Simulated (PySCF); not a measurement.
Compound: 1-phenylethanol, C₈H₁₀O.
Numbering: `[CH3:1][C@@H:2]([OH:3])[c:4]1[cH:5][cH:6][cH:7][cH:8][cH:9]1`

Geometry (PBE0-D3(BJ)/def2-SVP, Å), atoms numbered from 1 in this order:
```xyz
19
C8H10O angstrom
C     -2.406   -0.916    0.444
C     -1.525    0.038   -0.351
O     -2.025    1.353   -0.284
C     -0.054   -0.024    0.029
C      0.567   -1.217    0.418
C      1.924   -1.245    0.738
C      2.684   -0.079    0.678
C      2.077    1.115    0.290
C      0.722    1.139   -0.033
H     -2.317   -0.722    1.525
H     -3.455   -0.771    0.146
H     -2.147   -1.970    0.268
H     -1.604   -0.230   -1.420
H     -1.953    1.642    0.633
H     -0.009   -2.143    0.472
H      2.389   -2.187    1.039
H      3.746   -0.100    0.932
H      2.664    2.035    0.236
H      0.244    2.070   -0.345
```

Definitions: NICS(0) = −σiso at the ring centroid; NICS(1) = −σiso and NICS(1)zz = −σzz at ±1 Å along the ring normal z. Level: GIAO PBE0/pcSseg-1 (PySCF, non-relativistic, gas phase) on the PBE0-D3(BJ)/def2-SVP geometry, one conformer.

Ring bond lengths (Å), with Mayer bond orders in brackets: C4–C5 1.400 (1.38), C5–C6 1.394 (1.45), C6–C7 1.394 (1.43), C7–C8 1.394 (1.43), C8–C9 1.393 (1.43), C9–C4 1.400 (1.43).

What do the NICS probes read (ppm)?

```
             ring                                              type  NICS(0)  NICS(1), two faces  NICS(1)zz, two faces  rms pucker (Å)  centre to ring atoms, mean (Å)
C4–C5–C6–C7–C8–C9  6-membered carbocycle; formal bonds all aromatic     -8.8       -11.7 / -11.4         -28.7 / -28.9            0.00                            1.40
```

What do they say, and how far can they be read as aromaticity?

- C4–C5–C6–C7–C8–C9: mean NICS(1)zz -28.8 ppm, shielded, aromatic by this magnetic criterion (flat ring, no four-coordinate atom).

And the bond-length index? HOMA takes Krygowski's 1993 parameters.

- C4–C5–C6–C7–C8–C9: HOMA 0.98 = 1 − EN − GEO, with mean bond length 1.396 Å, EN = α(Ropt − mean)² = 0.015 and GEO = α × variance = 0.002. The geometric and the magnetic index point the same way.

What is the mean of the two in-plane components of NICS at the first NICS(1) probe listed for ring C4–C5–C6–C7–C8–C9, 1 Å off the ring?

The isotropic value is a third of the trace: (3 × -11.7 − (-28.7))/2 = -3.2 ppm.

List the ring angles and the Hirshfeld charges of the ring atoms.

- C4–C5–C6–C7–C8–C9: C4 118.3° (-0.007 e), C5 120.8° (-0.054 e), C6 120.3° (-0.051 e), C7 119.4° (-0.053 e), C8 120.2° (-0.050 e), C9 120.9° (-0.058 e); sum 720.0° against 720° for a flat convex ring.

How shielded are the nuclei of the rings and their hydrogens (means over atoms taken as equivalent)?

```
   atoms                  environment  σ isotropic (ppm)
      C4  substituted aromatic carbon               32.1
 C5 (×2)           aromatic CH carbon               54.4
 C6 (×2)           aromatic CH carbon               50.5
      C7           aromatic CH carbon               52.0
H15 (×2)            aromatic hydrogen              23.61
H16 (×2)            aromatic hydrogen              23.78
     H17            aromatic hydrogen              23.89
```

How do the values depend on the level or the medium?

```
                level  NICS(0), C4–C5–C6–C7–C8–C9  mean NICS(1)zz, C4–C5–C6–C7–C8–C9
   PBE0/pcSseg-1, gas                        -8.8                              -28.8
wB97X-D/pcSseg-1, gas                        -8.7                              -28.9
```

The geometry is the same throughout.
